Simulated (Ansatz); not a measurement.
1T (CdI2-type) PtS₂, treated with PBE-D4 (Ansatz, an electronic-structure program, PAW).

Run with plane-wave cutoff 520 eV, 24×24×16 k mesh (along the axes of the cell as run), perturbation theory, scalar-relativistic PAW data made under PBE.

Cell (relaxed at this level):

```cif
data_PtS2
_chemical_formula_sum 'Pt1 S2'
_space_group_name_H-M_alt 'P-3m1'
_space_group_IT_number 164
_space_group_name_Hall '-P 3 2"'
_cell_length_a 3.58390
_cell_length_b 3.58390
_cell_length_c 4.68654
_cell_angle_alpha 90.000
_cell_angle_beta 90.000
_cell_angle_gamma 120.000
loop_
_atom_site_label
_atom_site_type_symbol
_atom_site_symmetry_multiplicity
_atom_site_Wyckoff_symbol
_atom_site_fract_x
_atom_site_fract_y
_atom_site_fract_z
_atom_site_occupancy
Pt1 Pt 1 a 0.00000 0.00000 0.00000 1
S1 S 2 d 0.33333 0.66667 0.25760 1
```

Task: Predict the high-frequency dielectric constant (mean over three axes) and static dielectric constant (mean over three axes).

Result: 
- high-frequency dielectric constant (mean over three axes): 26.1
- static dielectric constant (mean over three axes): 27.9

Note: the dispersion coefficients are held fixed in the derivatives.

Spin–orbit coupling is not included.
